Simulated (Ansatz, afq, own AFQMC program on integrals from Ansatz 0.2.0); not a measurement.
Integrals from Ansatz 0.2.0, then the random walk in our own AFQMC program (afq).

```yaml
crystal:
  periodic: [false, false, false]
  atoms:
    - {symbol: Al, position_ang: [0.000000, 0.000000, 0.000000]}
    - {symbol: Cl, position_ang: [0.000000, 0.000000, 2.303900]}
basis:
  gaussian: {orbitals: aug-cc-pVDZ}
total_charge: -1
magnetization: {spin_polarized: true, initial_magnetization: 1}
correlation: {method: ccsd_t, electrons: outside_noble_gas, hamiltonian_folder: ham}
```

```sh
$ ansatz run in.yaml --threads 1 --pin off --events-out ev --progress --plain --max-ram 1843MiB
```

afq runs on the folder ham with

```
--method phaseless --trial cisd --walkers 60 --populations 1 --least-time 40 --time-step 0.005 --steps-per-block 50 --equilibration-blocks 28 --max-blocks 300 --target-error 0.0004 --factor-cut 1e-05 --start spin_pure --seed 7128 --release-times 0.24,0.51,0.99,1.62,2.4 --release-step 0.03 --release-every 4 --taylor-order 6
```

Times are imaginary, in 1/Eh. The walk had a cap of 2099 s.

afq prints:

```
orbitals 44  electrons 6 5  factors 313 of 539
reference energy -701.48547838 Eh
CCSD correlation -0.22376589 Eh in 12 cycles, weight of the determinant in the CISD state 0.8623
energy of the start -701.708227 Eh
 block  time / (1/Eh)  mean weight  energy / Eh
     1     0.250  0.9990  -701.705202
     2     0.500  0.9990  -701.706509
     3     0.750  1.0001  -701.707956
     4     1.000  0.9988  -701.708934
     5     1.250  0.9997  -701.708621
     9     2.250  0.9997  -701.711277
    33     8.250  0.9999  -701.716935
    65    16.250  0.9984  -701.712349
    97    24.250  1.0020  -701.715815
   129    32.250  0.9973  -701.713624
   161    40.250  1.0004  -701.719858
   193    48.250  1.0013  -701.717175
   201    50.250  1.0010  -701.728503
   225    56.250  0.9992  -701.713887
   257    64.250  0.9984  -701.713786
   289    72.250  1.0042  -701.717757
   305    76.250  1.0012  -701.711846
   321    80.250  1.0020  -701.713157
blocks merged  error / Eh  count
     1  0.000220  300
     2  0.000269  150
     4  0.000313  75
     8  0.000373  37
    16  0.000506  18
    32  0.000525  9
released: time / (1/Eh)  energy / Eh  error  mean overlap
  0.24  -701.716809  0.000440  1.0004
  0.51  -701.716808  0.000336  1.0037
  0.99  -701.717188  0.000380  1.0060
  1.62  -701.717309  0.000577  1.0298
  2.40  -701.717476  0.000554  1.0241
energy -701.716925 +/- 0.000506 Eh
(rows thinned)
```

The run failed at least one of its tests; the cautions name the faults.

Against this walk (error 13.8 meV) on the same determinant: CCSD(T) 21.6 meV higher (within the noise), CCSDT(Q) 16.5 meV lower (within the noise). The error is statistical and leaves out the bias of the constraint. Released to 2.40 1/Eh the energy moves by -15 ± 20 meV (both errors), within twice the noise.

Cautions: constraint bias not in the error; error not settled; error above the target (13.8 against 10.9 meV).

The walk took 12 min on 1 thread of Arm Neoverse V1, with other jobs on the host. The log's last line is the phaseless energy.

CCSDT and higher add their correlation energy to the determinant of the CCSD(T) run, since their own runs factorise the integrals more tightly (a shift of under 2 meV). A walk keeps the symmetry of its determinant, which the program's search chose and which needn't be the lowest solution, so a lower state of the same spin and another symmetry isn't excluded.
